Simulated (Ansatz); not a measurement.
CH5ClS (SMILES Cl.CS), singlet: a trajectory.

The input file, in.yaml:

```yaml
crystal:
  periodic: [false, false, false]
  atoms:
    - {symbol: Cl, position_ang: [-0.028011, -0.703855, -2.777631]}
    - {symbol: H, position_ang: [0.616534, -0.396697, -1.676622]}
    - {symbol: C, position_ang: [-0.502461, 0.469078, 0.773477]}
    - {symbol: S, position_ang: [1.225465, 0.106023, 0.390323]}
    - {symbol: H, position_ang: [-1.173739, -0.156349, 0.186664]}
    - {symbol: H, position_ang: [-0.660714, 1.510930, 0.496187]}
    - {symbol: H, position_ang: [-0.697250, 0.352852, 1.838021]}
    - {symbol: H, position_ang: [1.220176, -1.181883, 0.769580]}
basis:
  gaussian: {orbitals: def2-SVP}
hamiltonian: {xc: {name: B3LYP}, dispersion: d4}
md: {n_steps: 60, timestep: 0.25, temperature: 700, ensemble: nvt_nose_hoover, seed: 475, initial_velocities: maxwell_boltzmann}
```

Command:

```bash
ansatz run in.yaml --threads 4 --pin off --events-out ev --progress --plain --max-ram 9574MiB
```

The run's output (Ansatz 0.2.0):

```
Functional definition: B3LYP
  name "B3LYP"
  cite "Stephens, Devlin, Chabalowski & Frisch, J. Phys. Chem. 98, 11623 (1994) doi:10.1021/j100096a001"
  cite "Becke, Phys. Rev. A 38, 3098 (1988) doi:10.1103/PhysRevA.38.3098"
  cite "Lee, Yang & Parr, Phys. Rev. B 37, 785 (1988) doi:10.1103/PhysRevB.37.785"
  cite "Vosko, Wilk & Nusair, Can. J. Phys. 58, 1200 (1980) doi:10.1139/p80-159"
  parameter a0 = 0.2
  parameter ax = 0.72
  parameter ac = 0.81
  exchange = (1 - a0 - ax)*slater_x + ax*b88_x + a0*exact_x
  correlation = (1 - ac)*vwn_rpa_c + ac*lyp_c
782 factors; integrals over basis functions are off by at most 4.0e-4 eV
mean field evaluation 1: about -24466.2750 eV, gradient 3.7e1 eV
mean field evaluation 2: about -24464.5825 eV, gradient 4.3e1 eV
mean field evaluation 4: about -24469.5812 eV, gradient 7.2e-1 eV
mean field evaluation 8: about -24469.5927 eV, gradient 1.3e-2 eV
mean field -24469.59274096 eV, -899.2409471446 hartree, gradient 2.3e-5 eV, S^2 0.000000; 0 other end points of the search recorded, 0 dependent functions left out
the calculation of the forces begins
reference -24469.59296073 eV, -899.2409552210 hartree; 22, 22 occupied and 53, 53 virtual orbitals, 782 factors
md step     0: t =     0.00 fs  T =   700.0 K  F+E_penalty+E_count = -24469.79750766 eV  E_kin = 0.542892 eV  conserved = -24469.25461566 eV  (24 SCF iters)
md step     1: t =     0.25 fs  T =   690.1 K  F+E_penalty+E_count = -24469.78977484 eV  E_kin = 0.535189 eV  conserved = -24469.25458613 eV  (23 SCF iters)
md step     2: t =     0.50 fs  T =   674.3 K  F+E_penalty+E_count = -24469.77750740 eV  E_kin = 0.522972 eV  conserved = -24469.25453530 eV  (22 SCF iters)
md step     3: t =     0.75 fs  T =   653.8 K  F+E_penalty+E_count = -24469.76154893 eV  E_kin = 0.507083 eV  conserved = -24469.25446596 eV  (22 SCF iters)
md step     4: t =     1.00 fs  T =   630.1 K  F+E_penalty+E_count = -24469.74303091 eV  E_kin = 0.488649 eV  conserved = -24469.25438357 eV  (22 SCF iters)
md step     5: t =     1.25 fs  T =   604.7 K  F+E_penalty+E_count = -24469.72328301 eV  E_kin = 0.468989 eV  conserved = -24469.25429649 eV  (22 SCF iters)
md step     6: t =     1.50 fs  T =   579.6 K  F+E_penalty+E_count = -24469.70370290 eV  E_kin = 0.449493 eV  conserved = -24469.25421460 eV  (22 SCF iters)
md step     7: t =     1.75 fs  T =   556.3 K  F+E_penalty+E_count = -24469.68560013 eV  E_kin = 0.431459 eV  conserved = -24469.25414830 eV  (23 SCF iters)
md step     8: t =     2.00 fs  T =   536.3 K  F+E_penalty+E_count = -24469.67003458 eV  E_kin = 0.415939 eV  conserved = -24469.25410653 eV  (22 SCF iters)
md step     9: t =     2.25 fs  T =   520.4 K  F+E_penalty+E_count = -24469.65767816 eV  E_kin = 0.403600 eV  conserved = -24469.25409494 eV  (22 SCF iters)
md step    10: t =     2.50 fs  T =   508.8 K  F+E_penalty+E_count = -24469.64872718 eV  E_kin = 0.394635 eV  conserved = -24469.25411464 eV  (22 SCF iters)
md step    11: t =     2.75 fs  T =   501.3 K  F+E_penalty+E_count = -24469.64288498 eV  E_kin = 0.388753 eV  conserved = -24469.25416185 eV  (23 SCF iters)
md step    12: t =     3.00 fs  T =   496.7 K  F+E_penalty+E_count = -24469.63942001 eV  E_kin = 0.385230 eV  conserved = -24469.25422850 eV  (23 SCF iters)
md step    13: t =     3.25 fs  T =   493.9 K  F+E_penalty+E_count = -24469.63728879 eV  E_kin = 0.383033 eV  conserved = -24469.25430401 eV  (23 SCF iters)
md step    14: t =     3.50 fs  T =   491.2 K  F+E_penalty+E_count = -24469.63529910 eV  E_kin = 0.380981 eV  conserved = -24469.25437722 eV  (23 SCF iters)
md step    15: t =     3.75 fs  T =   487.3 K  F+E_penalty+E_count = -24469.63228276 eV  E_kin = 0.377917 eV  conserved = -24469.25443837 eV  (23 SCF iters)
md step    16: t =     4.00 fs  T =   480.8 K  F+E_penalty+E_count = -24469.62724864 eV  E_kin = 0.372854 eV  conserved = -24469.25448044 eV  (23 SCF iters)
md step    17: t =     4.25 fs  T =   470.8 K  F+E_penalty+E_count = -24469.61949479 eV  E_kin = 0.365096 eV  conserved = -24469.25449975 eV  (23 SCF iters)
md step    18: t =     4.50 fs  T =   456.8 K  F+E_penalty+E_count = -24469.60866966 eV  E_kin = 0.354291 eV  conserved = -24469.25449590 eV  (23 SCF iters)
md step    19: t =     4.75 fs  T =   439.0 K  F+E_penalty+E_count = -24469.59478308 eV  E_kin = 0.340447 eV  conserved = -24469.25447112 eV  (23 SCF iters)
md step    20: t =     5.00 fs  T =   417.6 K  F+E_penalty+E_count = -24469.57817563 eV  E_kin = 0.323899 eV  conserved = -24469.25442945 eV  (23 SCF iters)
md step    21: t =     5.25 fs  T =   393.6 K  F+E_penalty+E_count = -24469.55945889 eV  E_kin = 0.305254 eV  conserved = -24469.25437587 eV  (25 SCF iters)
md step    22: t =     5.50 fs  T =   367.9 K  F+E_penalty+E_count = -24469.53943964 eV  E_kin = 0.285314 eV  conserved = -24469.25431558 eV  (23 SCF iters)
md step    23: t =     5.75 fs  T =   341.7 K  F+E_penalty+E_count = -24469.51903953 eV  E_kin = 0.264996 eV  conserved = -24469.25425346 eV  (23 SCF iters)
md step    24: t =     6.00 fs  T =   316.2 K  F+E_penalty+E_count = -24469.49921845 eV  E_kin = 0.245254 eV  conserved = -24469.25419368 eV  (23 SCF iters)
md step    25: t =     6.25 fs  T =   292.7 K  F+E_penalty+E_count = -24469.48090720 eV  E_kin = 0.227017 eV  conserved = -24469.25413969 eV  (23 SCF iters)
md step    26: t =     6.50 fs  T =   272.2 K  F+E_penalty+E_count = -24469.46495179 eV  E_kin = 0.211127 eV  conserved = -24469.25409404 eV  (23 SCF iters)
md step    27: t =     6.75 fs  T =   255.7 K  F+E_penalty+E_count = -24469.45207043 eV  E_kin = 0.198301 eV  conserved = -24469.25405861 eV  (22 SCF iters)
md step    28: t =     7.00 fs  T =   243.8 K  F+E_penalty+E_count = -24469.44282219 eV  E_kin = 0.189098 eV  conserved = -24469.25403463 eV  (23 SCF iters)
md step    29: t =     7.25 fs  T =   237.1 K  F+E_penalty+E_count = -24469.43758639 eV  E_kin = 0.183895 eV  conserved = -24469.25402269 eV  (23 SCF iters)
md step    30: t =     7.50 fs  T =   235.8 K  F+E_penalty+E_count = -24469.43655130 eV  E_kin = 0.182882 eV  conserved = -24469.25402294 eV  (22 SCF iters)
md step    31: t =     7.75 fs  T =   239.9 K  F+E_penalty+E_count = -24469.43971055 eV  E_kin = 0.186054 eV  conserved = -24469.25403515 eV  (23 SCF iters)
md step    32: t =     8.00 fs  T =   249.1 K  F+E_penalty+E_count = -24469.44686637 eV  E_kin = 0.193212 eV  conserved = -24469.25405876 eV  (23 SCF iters)
md step    33: t =     8.25 fs  T =   263.0 K  F+E_penalty+E_count = -24469.45763888 eV  E_kin = 0.203980 eV  conserved = -24469.25409285 eV  (23 SCF iters)
md step    34: t =     8.50 fs  T =   280.8 K  F+E_penalty+E_count = -24469.47148120 eV  E_kin = 0.217812 eV  conserved = -24469.25413618 eV  (23 SCF iters)
md step    35: t =     8.75 fs  T =   301.7 K  F+E_penalty+E_count = -24469.48770033 eV  E_kin = 0.234017 eV  conserved = -24469.25418713 eV  (23 SCF iters)
md step    36: t =     9.00 fs  T =   324.7 K  F+E_penalty+E_count = -24469.50548448 eV  E_kin = 0.251786 eV  conserved = -24469.25424369 eV  (23 SCF iters)
md step    37: t =     9.25 fs  T =   348.4 K  F+E_penalty+E_count = -24469.52393693 eV  E_kin = 0.270225 eV  conserved = -24469.25430335 eV  (23 SCF iters)
md step    38: t =     9.50 fs  T =   371.9 K  F+E_penalty+E_count = -24469.54211744 eV  E_kin = 0.288397 eV  conserved = -24469.25436313 eV  (23 SCF iters)
md step    39: t =     9.75 fs  T =   393.7 K  F+E_penalty+E_count = -24469.55909127 eV  E_kin = 0.305371 eV  conserved = -24469.25441954 eV  (23 SCF iters)
md step    40: t =    10.00 fs  T =   413.0 K  F+E_penalty+E_count = -24469.57398555 eV  E_kin = 0.320277 eV  conserved = -24469.25446867 eV  (22 SCF iters)
md step    41: t =    10.25 fs  T =   428.6 K  F+E_penalty+E_count = -24469.58605158 eV  E_kin = 0.332370 eV  conserved = -24469.25450637 eV  (22 SCF iters)
md step    42: t =    10.50 fs  T =   439.8 K  F+E_penalty+E_count = -24469.59473021 eV  E_kin = 0.341096 eV  conserved = -24469.25452856 eV  (22 SCF iters)
md step    43: t =    10.75 fs  T =   446.3 K  F+E_penalty+E_count = -24469.59971482 eV  E_kin = 0.346149 eV  conserved = -24469.25453163 eV  (24 SCF iters)
md step    44: t =    11.00 fs  T =   448.1 K  F+E_penalty+E_count = -24469.60100491 eV  E_kin = 0.347532 eV  conserved = -24469.25451321 eV  (22 SCF iters)
md step    45: t =    11.25 fs  T =   445.6 K  F+E_penalty+E_count = -24469.59893979 eV  E_kin = 0.345583 eV  conserved = -24469.25447285 eV  (22 SCF iters)
md step    46: t =    11.50 fs  T =   439.7 K  F+E_penalty+E_count = -24469.59420201 eV  E_kin = 0.340982 eV  conserved = -24469.25441284 eV  (22 SCF iters)
md step    47: t =    11.75 fs  T =   431.6 K  F+E_penalty+E_count = -24469.58777947 eV  E_kin = 0.334711 eV  conserved = -24469.25433799 eV  (22 SCF iters)
md step    48: t =    12.00 fs  T =   422.9 K  F+E_penalty+E_count = -24469.58088247 eV  E_kin = 0.327973 eV  conserved = -24469.25425652 eV  (22 SCF iters)
md step    49: t =    12.25 fs  T =   415.3 K  F+E_penalty+E_count = -24469.57481487 eV  E_kin = 0.322060 eV  conserved = -24469.25417886 eV  (22 SCF iters)
md step    50: t =    12.50 fs  T =   410.3 K  F+E_penalty+E_count = -24469.57081258 eV  E_kin = 0.318199 eV  conserved = -24469.25411603 eV  (22 SCF iters)
md step    51: t =    12.75 fs  T =   409.2 K  F+E_penalty+E_count = -24469.56987228 eV  E_kin = 0.317376 eV  conserved = -24469.25407791 eV  (22 SCF iters)
md step    52: t =    13.00 fs  T =   412.9 K  F+E_penalty+E_count = -24469.57259950 eV  E_kin = 0.320190 eV  conserved = -24469.25407114 eV  (22 SCF iters)
md step    53: t =    13.25 fs  T =   421.3 K  F+E_penalty+E_count = -24469.57910668 eV  E_kin = 0.326755 eV  conserved = -24469.25409762 eV  (22 SCF iters)
md step    54: t =    13.50 fs  T =   434.1 K  F+E_penalty+E_count = -24469.58898417 eV  E_kin = 0.336663 eV  conserved = -24469.25415400 eV  (22 SCF iters)
md step    55: t =    13.75 fs  T =   450.1 K  F+E_penalty+E_count = -24469.60135182 eV  E_kin = 0.349045 eV  conserved = -24469.25423216 eV  (22 SCF iters)
md step    56: t =    14.00 fs  T =   467.6 K  F+E_penalty+E_count = -24469.61498224 eV  E_kin = 0.362684 eV  conserved = -24469.25432129 eV  (22 SCF iters)
md step    57: t =    14.25 fs  T =   485.1 K  F+E_penalty+E_count = -24469.62846971 eV  E_kin = 0.376185 eV  conserved = -24469.25440935 eV  (22 SCF iters)
md step    58: t =    14.50 fs  T =   500.5 K  F+E_penalty+E_count = -24469.64041892 eV  E_kin = 0.388162 eV  conserved = -24469.25449006 eV  (23 SCF iters)
md step    59: t =    14.75 fs  T =   512.4 K  F+E_penalty+E_count = -24469.64959399 eV  E_kin = 0.397392 eV  conserved = -24469.25454684 eV  (23 SCF iters)
md step    60: t =    15.00 fs  T =   519.6 K  F+E_penalty+E_count = -24469.65507049 eV  E_kin = 0.402951 eV  conserved = -24469.25457953 eV  (25 SCF iters)
Total energy: -24469.65529404 eV, -899.2432459279 hartree
Atom 0 at    -0.035425    -0.682232    -2.728450 Å, force     0.054086    -0.048705    -0.121412 eV/Å
Atom 1 at     0.883341    -0.597162    -1.795333 Å, force    -0.228818     0.005234     0.026666 eV/Å
Atom 2 at    -0.534687     0.449724     0.684265 Å, force    -0.217626     0.047315     0.767374 eV/Å
Atom 3 at     1.244082     0.093448     0.365573 Å, force    -0.374680     0.272508     0.094768 eV/Å
Atom 4 at    -1.252604    -0.110176     0.098782 Å, force     0.056873    -0.613437    -0.753614 eV/Å
Atom 5 at    -0.789339     1.503738     0.507178 Å, force     0.419656     0.119165     0.144775 eV/Å
Atom 6 at    -0.746095     0.174055     1.734430 Å, force     0.103772     0.418836    -0.115952 eV/Å
Atom 7 at     1.262290    -0.971465     1.189350 Å, force     0.186736    -0.200916    -0.042605 eV/Å
Dipole moment:    -0.036919    -0.020535     0.551145 e Å

[the SCF lines of later steps are left out]
```

The lines “mean field evaluation” count trial sets of orbitals through the whole run, from several starts and some on an approximate energy, so they need not fall steadily or lie above the final value.

Hardware: 4 CPU threads of an Arm Neoverse V1, shared host. Wall time about 40 s.
